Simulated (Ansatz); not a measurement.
Geometry optimisation, RKS B3LYP/def2-SVP (Ansatz 0.2.0).

The input (input.yaml):

```yaml
crystal:
  periodic: [false, false, false]
  atoms:
    - { symbol: B, position_ang: [0.001007, -0.425814, 0.129892] }
    - { symbol: O, position_ang: [-0.265735, -0.554251, 1.482315] }
    - { symbol: H, position_ang: [-1.211693, -0.617808, 1.661732] }
    - { symbol: H, position_ang: [1.164111, -0.442524, -0.188179] }
    - { symbol: H, position_ang: [-0.904093, -0.429456, -0.675484] }
    - { symbol: "N", position_ang: [0.139861, 2.249101, 0.727691] }
    - { symbol: H, position_ang: [1.027843, 2.752206, 0.782391] }
    - { symbol: H, position_ang: [-0.605041, 2.942386, 0.822857] }
    - { symbol: H, position_ang: [0.09344, 1.62956, 1.558784] }
basis:
  gaussian: { orbitals: def2-SVP }
hamiltonian:
  xc: b3lyp
relax:
  f_tol: 0.03
  max_steps: 50
```

Command:

```bash
$ ansatz run input.yaml --threads 1 --pin off --max-ram 2048MiB --backend cpu --events-out ev --progress --plain --runs-dir out
```

**Question.** Where does it end, and by what steps?

**Answer.** The forces met the threshold. After 15 steps the energy has fallen by 0.428 eV; H7 moved furthest, 0.91 Å. Joined: B1–N6 (2.74 → 1.72 Å).

```
step  energy less start (eV)  largest force component (eV/Å)  accepted
   0                  0.0000                           0.767       yes
   1                 -0.0325                           0.963       yes
   2                 -0.0813                           1.383       yes
   3                 -0.1891                           1.332       yes
   4                 -0.3236                           0.744       yes
   5                 -0.3404                           0.954       yes
   6                 -0.3510                           1.705       yes
   7                 -0.3169                           0.743        no
   8                 -0.4139                           0.165       yes
   9                 -0.3713                           0.761        no
  10                 -0.4213                           0.069       yes
  11                 -0.4253                           0.040       yes
  12                 -0.4269                           0.188       yes
  13                 -0.4281                           0.031       yes
  14                 -0.4281                           0.051       yes
  15                 -0.4282                           0.026       yes
```

```xyz
9
Properties=species:S:1:pos:R:3
B 0.058 0.130 0.377
O -0.503 -0.522 1.514
H -1.424 -0.757 1.367
H 1.248 -0.116 0.201
H -0.621 0.153 -0.650
N 0.148 1.794 0.797
H 0.633 2.333 0.075
H -0.774 2.210 0.949
H 0.674 1.879 1.671
```

Run time: 39 s on 1 thread of Arm Neoverse V1 (shared host), peak memory 0.14 GiB.
